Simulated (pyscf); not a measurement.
**Routes from H₃C–CH₂–CH₂–OH**

Candidate steps break at most two bonds and form at most two. Each was searched with GFN2-xTB (tblite) first. Optimised with ωB97X-D3(BJ)/def2-SVP in PySCF. Correlated levels are frozen-core, on RHF or UHF. ΔMP2 is the change of the MP2 total energy from the triple- to the quadruple-zeta basis. Energies: CCSD(T)/def2-TZVPP + ΔMP2(QZVPP), kcal/mol, from the reactant's lowest minimum found, singlet surface.

```csv
products,type,ΔE‡,ΔE,ΔG‡ 298 K,ΔG‡ 900 K,ν‡ (cm⁻¹)
H₃C–CH₃ + H₂C=O,elimination,93.2,+18.1,88.1,88.0,2001i
cyclopropane + H₂O,concerted two-bond exchange,103.6,+19.1,97.7,97.2,1622i
H₂C=CH₂ + H₃C–OH,elimination,111.4,+28.3,107.0,105.6,847i
```

Plain bond fissions and candidates not yet searched are not listed, and one of them may be faster. Each barrier is that of the saddle found; lower ones may exist. The CCSD(T) − MP2 part came from Ansatz, without density fitting, on the same reference.
